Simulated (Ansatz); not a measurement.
Input file:

```yaml
crystal:
  periodic: [false, false, false]
  atoms:
    - {symbol: N, position_ang: [-0.193886, 0.000000, 0.284305]}
    - {symbol: Mg, position_ang: [0.184482, 0.000000, -1.558961]}
    - {symbol: H, position_ang: [0.009404, 0.000000, 1.274656]}
basis:
  gaussian: {orbitals: 6-31G}
magnetization: {spin_polarized: false, initial_magnetization: 2}
correlation: {method: fic_mrcisd_q, electrons: outside_noble_gas, active_space: {window: {electrons: 4, orbitals: 4}}}
```

```sh
$ ansatz run in.yaml --threads 1 --pin off --events-out ev --progress --plain --max-ram 2393MiB
```

Log:

```
296 factors; integrals over basis functions are off by at most 3.0e-4 eV
mean field evaluation 1: about -6925.0529 eV, gradient 2.0e1 eV
mean field evaluation 2: about -6925.0949 eV, gradient 2.0e1 eV
mean field evaluation 4: about -6926.6160 eV, gradient 3.1e0 eV
mean field evaluation 8: about -6926.6872 eV, gradient 2.8e-1 eV
mean field evaluation 16: about -6926.5073 eV, gradient 4.0e0 eV
mean field evaluation 32: about -6926.6881 eV, gradient 6.9e-2 eV
mean field evaluation 64: about -6926.6876 eV, gradient 3.2e-2 eV
mean field -6926.68818017 eV, -254.5510955433 hartree, gradient 1.4e-6 eV, S^2 2.000000; 8 other end points of the search recorded, 0 dependent functions left out
reference -6926.68818017 eV, -254.5510955433 hartree; 11, 9 occupied and 13, 15 virtual orbitals, 296 factors
state -6927.21148019 eV, -254.5703264643 hartree
contracted CI cycle   1: correlation 0.00000000 eV, 0.0000000000 hartree, residual 1.25e1 eV
contracted CI cycle   2: correlation -2.12643835 eV, -0.0781451679 hartree, residual 2.51e0 eV
contracted CI cycle   3: correlation -2.26343356 eV, -0.0831796491 hartree, residual 9.49e-1 eV
contracted CI cycle   4: correlation -2.28622241 eV, -0.0840171238 hartree, residual 3.65e-1 eV
contracted CI cycle   5: correlation -2.28948364 eV, -0.0841369718 hartree, residual 1.52e-1 eV
contracted CI cycle   6: correlation -2.29012943 eV, -0.0841607043 hartree, residual 6.93e-2 eV
contracted CI cycle   7: correlation -2.29030341 eV, -0.0841670980 hartree, residual 4.39e-2 eV
contracted CI cycle   8: correlation -2.29036299 eV, -0.0841692875 hartree, residual 2.26e-2 eV
contracted CI cycle   9: correlation -2.29037589 eV, -0.0841697614 hartree, residual 9.42e-3 eV
contracted CI cycle  10: correlation -2.29037805 eV, -0.0841698407 hartree, residual 3.74e-3 eV
contracted CI cycle  11: correlation -2.29037835 eV, -0.0841698519 hartree, residual 1.42e-3 eV
contracted CI cycle  12: correlation -2.29037840 eV, -0.0841698537 hartree, residual 6.12e-4 eV
state -6927.21148019 eV, -254.5703264643 hartree; corrected -6929.62316813 eV, -254.6589543615 hartree
state -6927.08475792 eV, -254.5656695067 hartree
contracted CI cycle   1: correlation 0.00000000 eV, 0.0000000000 hartree, residual 1.29e1 eV
contracted CI cycle   2: correlation -2.24567930 eV, -0.0825271921 hartree, residual 2.75e0 eV
contracted CI cycle   3: correlation -2.39100486 eV, -0.0878678078 hartree, residual 8.63e-1 eV
contracted CI cycle   4: correlation -2.40957112 eV, -0.0885501054 hartree, residual 3.73e-1 eV
contracted CI cycle   5: correlation -2.41325494 eV, -0.0886854833 hartree, residual 1.80e-1 eV
contracted CI cycle   6: correlation -2.41406239 eV, -0.0887151565 hartree, residual 7.26e-2 eV
contracted CI cycle   7: correlation -2.41418146 eV, -0.0887195323 hartree, residual 2.71e-2 eV
contracted CI cycle   8: correlation -2.41419997 eV, -0.0887202125 hartree, residual 1.18e-2 eV
contracted CI cycle   9: correlation -2.41420330 eV, -0.0887203348 hartree, residual 4.79e-3 eV
contracted CI cycle  10: correlation -2.41420384 eV, -0.0887203546 hartree, residual 1.84e-3 eV
contracted CI cycle  11: correlation -2.41420391 eV, -0.0887203574 hartree, residual 7.30e-4 eV
state -6927.08475792 eV, -254.5656695067 hartree; corrected -6929.61757512 eV, -254.6587488223 hartree
state -6927.21148019 eV, -254.5703264643 hartree; corrected -6929.62316813 eV, -254.6589543615 hartree
Total energy: -6929.62316813 eV, -254.6589543615 hartree
```

Natural occupations: 1.9803 1.0000 0.9999 0.0198.

For the same geometry and basis full CI lies 33.1 meV lower.

Ran on 1 thread of Intel Xeon, shared host: 1.1 s wall, 0.1 GiB peak host memory.
